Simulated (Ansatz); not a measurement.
Cs6Sn2P2Se14 (P-1, No. 2; cell taken from a computed entry), treated with LDA in Ansatz (plane waves, PAW).

Numerical settings: plane-wave cutoff 520 eV, 6×4×4 k mesh (along the axes of the cell as run), Fermi–Dirac smearing 0.01 eV, scalar-relativistic PAW data made under PBE.

Cell (relaxed with PBEsol):

```xyz
24
Lattice="7.4025 -0.0414 0.0170 3.3505 9.2759 -0.0606 0.3714 2.1659 11.9929" Properties=species:S:1:pos:R:3 pbc="T T T"
Cs     7.1461     6.7211     4.8073
Cs     3.9783     4.6793     7.1420
Cs     6.9990     6.4260     0.1727
Cs     4.1254     4.9744    11.7766
Cs     3.8615    10.8879     9.5036
Cs     7.2629     0.5126     2.4457
Sn     7.5641     9.7510     7.6663
Sn     3.5603     1.6495     4.2830
P      3.5016     5.5824     2.7182
P      7.6228     5.8181     9.2311
Se     5.4843     9.6945     6.1721
Se     5.6401     1.7060     5.7772
Se     4.1973     1.9241     9.7355
Se     6.9271     9.4764     2.2138
Se     9.6522     8.1998     7.4610
Se     1.4722     3.2007     4.4883
Se     1.5619     4.3902     2.4600
Se     9.5625     7.0102     9.4893
Se     3.4139     6.9595     4.3766
Se     7.7105     4.4409     7.5727
Se     3.4131     6.4276     0.6976
Se     7.7113     4.9729    11.2517
Se     5.0460     4.0409     3.0656
Se     6.0784     7.3596     8.8837
```

Problem. Estimate the band gap and smallest direct gap on the k points sampled that the calculation returns.

Solution. 
band gap: 1.37 eV
smallest direct gap on the k points sampled: 1.47 eV

Note: cell and atoms aren't relaxed at this level (largest force component 0.11 eV/Å, pressure -1.2 GPa).

Spin–orbit coupling is not included.

The computed numbers hold no vibrational or temperature effects.

The result took about 26 core-minutes (a rough figure).

Ansatz is a program for electronic structure.
